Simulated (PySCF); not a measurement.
# Bond length, frequency and bond energy of MgO⁻ by level of theory

State: ²Σ⁺ (doublet), unpaired electrons σ ↑. Set-up: basis Mg def2-SVPD, O def2-SVPD; no relativity; PySCF 2.14. De refers to Mg + O⁻ in their high-spin ground configurations, without counterpoise correction. The functionals are run spin-unrestricted. A positive dipole points towards O; it is taken about the centre of mass and depends on that origin. Levels whose curve was spin-contaminated or gave no clean fit are not listed.

| Level | Re (Å) | ωe (cm⁻¹) | De (eV) | μ (D) | CPU s a point (SCF and correlation, without the integrals) |
| --- | --- | --- | --- | --- | --- |
| PBE | 1.826 | 692 | 2.94 | -1.94 | 1.3 |
| BLYP | 1.832 | 678 | 2.71 | -1.99 | 0.77 |
| BP86 | 1.826 | 691 | 2.89 | -1.97 | 0.63 |
| r²SCAN | 1.810 | 716 | 2.94 | -2.00 | 0.98 |
| PBE0 | 1.809 | 692 | 2.57 | -2.04 | 1.1 |
| M06 | 1.811 | 666 | 2.51 | -1.89 | 1 |

Problem. What does the step from GGA to meta-GGA do here, going from PBE to r²SCAN?

Solution. r²SCAN less PBE: -1.6 pm in Re, +3.5 % in ωe, +0.00 eV in De. 

For an ion De counts to the pair picked by the measured ionisation energies or electron affinities, which need not be the lowest pair at this level. The highest Kohn–Sham level is positive in this anion. Much of that is self-interaction error, but it also means that the finite basis helps to hold the extra electron. The state was picked by a PBE0 search and need not be the measured ground state.

The whole job (state search and all levels along the bond) took about 2.7 min on 1 thread of Intel Xeon Platinum 8375C @ 2.90GHz (shared host), peak memory 0.53 GiB.
